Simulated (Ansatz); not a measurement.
Geometry optimisation, RKS BLYP-D4/6-31G* in Ansatz.

Input:

```yaml
crystal:
  periodic: [false, false, false]
  atoms:
    - { symbol: Si, position_ang: [-0.516437, -0.178834, -0.344919] }
    - { symbol: H, position_ang: [0.160507, 0.738898, 2.067398] }
    - { symbol: H, position_ang: [0.650505, -0.926984, 0.211724] }
    - { symbol: H, position_ang: [-0.165887, 1.269868, -0.417586] }
    - { symbol: H, position_ang: [-0.810683, -0.688506, -1.719931] }
    - { symbol: S, position_ang: [-2.300844, -0.437669, 0.858931] }
    - { symbol: H, position_ang: [-2.947441, -1.208234, -0.058632] }
    - { symbol: H, position_ang: [-0.44402, 0.558662, 2.394016] }
basis:
  gaussian: { orbitals: "6-31G*" }
hamiltonian:
  xc: blyp
  dispersion: d4
relax:
  f_tol: 0.03
  max_steps: 50
```

Run as:

```bash
$ ansatz run input.yaml --threads 1 --pin off --max-ram 2048MiB --backend cpu --events-out ev --progress --plain --runs-dir out
```

Problem. Where does it end, and by what steps?

Solution. It converged. The force dipped under the threshold on the way, but the program's further checks kept it going. After 23 steps the energy has fallen by 0.175 eV; H2 moved furthest, 1.09 Å.

```
step  energy less start (eV)  largest force component (eV/Å)  accepted
   0                  0.0000                           1.322       yes
   1                 -0.1006                           0.170       yes
   2                 -0.1229                           0.065       yes
   3                 -0.1341                           0.089       yes
   4                 -0.1035                           0.464        no
   5                 -0.1410                           0.095       yes
   6                 -0.1410                           0.393        no
   7                 -0.1449                           0.077       yes
   8                 -0.1492                           0.082       yes
   9                 -0.1551                           0.142       yes
  10                 -0.1651                           0.093       yes
  11                 -0.1682                           0.126       yes
  12                 -0.1514                           0.374        no
  13                 -0.1721                           0.070       yes
  14                 -0.1730                           0.046       yes
  15                 -0.1736                           0.029       yes
  16                 -0.1739                           0.102       yes
  17                 -0.1742                           0.045       yes
  18                 -0.1745                           0.005       yes
  19                 -0.1749                           0.015       yes
  20                 -0.1749                           0.061       yes
  21                 -0.1750                           0.079       yes
  22                 -0.1754                           0.031       yes
  23                 -0.1755                           0.011       yes
```

```xyz
8
Properties=species:S:1:pos:R:3
Si -0.596 -0.232 -0.735
H 0.235 0.968 3.128
H 0.433 -1.139 -0.138
H -0.098 1.173 -0.742
H -0.872 -0.682 -2.135
S -2.413 -0.165 0.469
H -2.696 -1.496 0.371
H -0.367 0.699 2.773
```

Whether the end is a true minimum wasn't checked by a vibrational analysis.

The run took 30 s on 1 thread of Arm Neoverse V2, on a shared host, peak memory 0.11 GiB.
